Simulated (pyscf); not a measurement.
`[NH][Zr]([NH2])([NH2])[OH]` [doublet] + `[H][H]` -> `[NH2][Zr]([NH2])([NH2])[OH]` + `[H]` [doublet], a hydrogen abstraction (doublet surface; H–H broken, H–N formed). PySCF, gas phase, ωB97X-D3(BJ)/def2-SVP geometries. Energies in eV from the separated reactants.

Small-basis levels: PySCF, no dispersion term, spherical d functions. AM1 to PM7: differences of heats of formation from MOPAC, which are fitted to 298 K values and so differ in kind from electronic energies by zero-point and thermal terms. Open shells are spin-unrestricted. 

```csv
level,barrier,reaction energy
HF/6-31G*+LANL2DZ,0.94,-0.18
SVWN5/6-31G*+LANL2DZ,-0.21,-0.46
B3LYP/LANL2DZ,0.38,-0.06
B3LYP/6-31G*+LANL2DZ,0.36,-0.08
M06-2X/6-31G*+LANL2DZ,0.37,-0.38
B3LYP/6-311+G**+LANL2DZ,0.34,-0.16
PM6,1.12,+1.39
ωB97M-D3(BJ)/def2-TZVP,0.35,-0.35
```

Against the last row the barrier runs from -0.56 (SVWN5/6-31G*+LANL2DZ) to +0.77 eV (PM6). At SVWN5/6-31G*+LANL2DZ, PM6 this geometry lies under one side, so the entry may be no barrier of that level: it is a single point on another level's saddle. ωB97M-D3(BJ)/def2-TZVP has limits of its own. This is the saddle that the search found; another between the same sides may lie lower. The angle at the transferred H is 167°. Open-shell species with a d-block atom are single-reference here; other states, and whether the spin sits on metal or ligand, were not checked. In the def2 sets elements past Kr carry core potentials, without spin-orbit coupling.
